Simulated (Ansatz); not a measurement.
**CCSD/aug-cc-pVDZ run of SiH3OF (SMILES O[SiH2]F)**

Aim: the vertical singlet–triplet gap of SiH3OF at CCSD/aug-cc-pVDZ, from 2 runs. 

Program for the calculation: Ansatz 0.2.0.

72 further runs of the same task are left out: 72 set aside as unsound or not needed.

### 1 The structure to begin with

SiH3OF has 6 atoms, charge 0, and is taken as a singlet. SMILES: `O[SiH2]F`. Geometry: relaxed at PBE0-D4/def2-TZVP. This is one conformer, not always the lowest.

Bond lengths: O1–Si2 1.630 Å, Si2–F3 1.596 Å, O1–H4 0.958 Å, Si2–H5 1.474 Å, Si2–H6 1.482 Å. Angles: O1–Si2–F3 111.0°, O1–Si2–H5 106.4°, O1–Si2–H6 111.7°, F3–Si2–H5 108.2°, F3–Si2–H6 106.0°, Si2–O1–H4 119.1°, H5–Si2–H6 113.7°.

### 2 The energy at CCSD/aug-cc-pVDZ

File molecule.yaml:

```yaml
crystal:
  periodic: [false, false, false]
  atoms:
    - {symbol: O, position_ang: [-0.853500, -0.209200, -0.924100]}
    - {symbol: Si, position_ang: [0.378300, -0.009300, 0.123900]}
    - {symbol: F, position_ang: [0.180800, -0.922800, 1.417800]}
    - {symbol: H, position_ang: [-1.714200, 0.150200, -0.705600]}
    - {symbol: H, position_ang: [1.595600, -0.458500, -0.575800]}
    - {symbol: H, position_ang: [0.455100, 1.385600, 0.617600]}
basis:
  gaussian:
    orbitals: aug-cc-pVDZ
correlation:
  method: ccsd
  frozen_orbitals: {F: 1, H: 0, O: 1, Si: 5}
accuracy: high
scf:
  omitted_lower_state_checks: [cluster_reference, increment]
```

Run with:

```console
$ ansatz run molecule.yaml --threads 1 --pin off --max-ram 3480MiB --events-out events.jsonl --progress --plain --runs-dir runs
```

What it wrote (excerpt; [...] marks lines left out):

```text
Warning: RAYON_NUM_THREADS=1 ignored (pool sized by the plan → 1); use --threads N
Functional definition: HF
  name "HF"
[...]
2017 factors; integrals over basis functions are off by at most 3.4e-9 eV
[...]
mean field -12656.22831307 eV, -465.1078118056 hartree, gradient 2.0e-8 eV, S^2 0.000000; 0 other end points of the search recorded, 0 dependent functions left out
7 core orbitals not correlated: weight in the atoms' cores, before any rotation towards them, 1.000 or more for the frozen orbitals, at most 0.000 for the correlated occupied ones
reference -12656.22831307 eV, -465.1078118056 hartree; 10, 10 occupied and 83, 83 virtual orbitals, 2017 factors
second order -13.93773641 eV of doubles, -0.00000000 eV of singles
cycle   1  -14.09469421 eV  change   -1.6e-1 eV  update   9.1e-2
[...]
cycle  20  -14.51332451 eV  change  -1.8e-10 eV  update   2.0e-9
Total energy: -12670.74163757 eV, -465.6411666437 hartree
Checks for a lower state left out: cluster_reference, increment
```

Wall time 20 s (1 thread of Arm Neoverse V1, shared host); peak memory 0.69 GiB.

### 3 The triplet, same level

File job.yaml:

```yaml
crystal:
  periodic: [false, false, false]
  atoms:
    - {symbol: O, position_ang: [-0.853500, -0.209200, -0.924100]}
    - {symbol: Si, position_ang: [0.378300, -0.009300, 0.123900]}
    - {symbol: F, position_ang: [0.180800, -0.922800, 1.417800]}
    - {symbol: H, position_ang: [-1.714200, 0.150200, -0.705600]}
    - {symbol: H, position_ang: [1.595600, -0.458500, -0.575800]}
    - {symbol: H, position_ang: [0.455100, 1.385600, 0.617600]}
basis:
  gaussian:
    orbitals: aug-cc-pVDZ
magnetization:
  spin_polarized: true
  initial_magnetization: 2
correlation:
  method: ccsd
  frozen_orbitals: {F: 1, H: 0, O: 1, Si: 5}
accuracy: high
scf:
  omitted_lower_state_checks: [cluster_reference, increment]
```

Run with:

```console
$ ansatz run job.yaml --threads 1 --pin off --max-ram 3480MiB --events-out events.jsonl --progress --plain --runs-dir runs
```

What it wrote:

```text
Warning: RAYON_NUM_THREADS=1 ignored (pool sized by the plan → 1); use --threads N
[... 17 lines left out ...]
7 core orbitals not correlated: weight in the atoms' cores, before any rotation towards them, 1.000 or more for the frozen orbitals, at most 0.000 for the correlated occupied ones
[... 50 lines left out ...]
Total energy: -12662.74795979 eV, -465.3474044036 hartree
Checks for a lower state left out: cluster_reference, increment
```

It took 2.2 min on 1 thread of Arm Neoverse V1, shared host; peak memory 1.4 GiB.

### 4 Summary of results

Level: CCSD/aug-cc-pVDZ, 7 core orbitals frozen.

| quantity | value |
| --- | --- |
| singlet: total energy | -465.64117 Eh |
| singlet: correlation energy (7 core orbitals frozen) | -533.4 mEh |
| singlet: T1 diagnostic | 0.013 |
| triplet: total energy | -465.34740 Eh |
| triplet: correlation energy (7 core orbitals frozen) | -499.5 mEh |
| triplet: ⟨S²⟩ of the reference determinant | 2.007 |
| triplet: T1 diagnostic | 0.049 |
| vertical energy of the triplet above the singlet | 7.994 eV |

At this shape the triplet lies 7.99 eV (771 kJ/mol) above the singlet. The T1 diagnostic (triplet) of 0.049 is above the customary mark for such species, so a single reference may not serve.
